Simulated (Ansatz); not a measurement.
Born–Oppenheimer molecular dynamics of AlClFH3 (6 atoms, charge 0, multiplicity 1). It starts at the highest image of a converged band, a first-order saddle point between two minima.

Computed with RKS r2SCAN/def2-SVP (Ansatz 0.2.0).

* ensemble: NVE (velocity Verlet)
* time step: 0.5 fs
* steps asked: 200
* starting velocities drawn for: 300 K
* seed: 5419

First frame:

```xyz
6
Properties=species:S:1:pos:R:3
Al 0.010 -0.163 0.001
F 0.014 0.042 1.786
H 1.415 0.152 -0.637
H -1.417 0.074 -0.621
Cl 0.081 -2.425 0.889
H 0.056 -1.280 1.782
```

**Question.** What does the run give?

**Answer.** All steps were run.

* steps done: 200
* time covered: 100 fs
* mean temperature over the second half: 216 K
* spread of the potential energy over the second half: 4.6 meV per atom
* mean potential energy of the second half above the start: 7.3 meV per atom

The conserved energy stayed within 0.079 meV per atom of its start (net change 0.037 meV per atom), so the integration is sound. A run of 0.1 ps of so small a system gives no equilibrium averages. The orbitals stay closed-shell, which can raise the energy where a bond breaks towards radicals; this wasn't checked here.

**Question.** What happens to the structure?

**Answer.** Between its relaxed ends the band would form F2–H6 and break Cl5–H6. These pairs go: F2–H6 1.32 → 2.14 Å, Cl5–H6 1.45 → 1.32 Å. In the last frame they stand as before the step (other bonds may differ from the relaxed reactants and products). Also parted: Al1–Cl5 2.43 → 3.00 Å. It ends as AlFH2 + ClH. Pairs count as bonded within 1.25 times the sum of covalent radii (0.12 Å more for H–H). The details hang on the random start.

**Question.** How do temperature and energy run in time?

**Answer.** 
```csv
time (fs),T (K),potential energy less start (eV),conserved less start (meV/atom)
0.0,300,0.000,0.00
8.0,203,0.050,0.02
16.0,173,0.066,0.01
24.0,167,0.069,0.03
32.0,176,0.064,0.03
40.0,197,0.053,0.05
48.0,209,0.048,0.07
56.0,226,0.039,0.06
64.0,228,0.038,0.07
72.0,202,0.051,0.07
80.0,183,0.061,0.05
88.0,142,0.082,0.06
96.0,155,0.075,0.03
```

Run time: 11 min on 1 thread of Arm Neoverse V1, on a shared host, peak memory 0.12 GiB.
